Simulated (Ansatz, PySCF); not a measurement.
System: glyoxal, C2H2O2, charge 0, multiplicity 1. SMILES: O=CC=O
Structure (B3LYP-D3(BJ)/def2-TZVP (Ansatz, a first-principles code) minimum search):
```
C
O 1 1.2008
H 1 1.1067 2 123.65
C 1 1.5237 3 114.79 2 -180.00
O 4 1.2008 1 121.56 3 0.00
H 4 1.1067 5 123.65 1 180.00
```
Charge 0, spin multiplicity 1.

Quantity: atomisation energy (electronic, to ground-state atoms), in kcal/mol. Valence correlation only, unless marked. Open shells are spin-unrestricted. No spin-orbit coupling. No relativistic terms. The coupled-cluster limit lacks core correlation, which all-electron functionals hold. CBS(X,Y): correlation extrapolated as X^-3; Hartree-Fock from the larger set.

```tsv
level	program	atomisation energy (kcal/mol)
HF-D4/def2-TZVPD	PySCF + dftd4	428.1
PBE-D4/def2-TZVPD	Ansatz + dftd4	664.2
```

What does CCSD(T)/CBS(cc-pVTZ,cc-pVQZ) (Ansatz) give?

632.2 kcal/mol, so PBE-D4/def2-TZVPD differs from it by 32.0 kcal/mol.
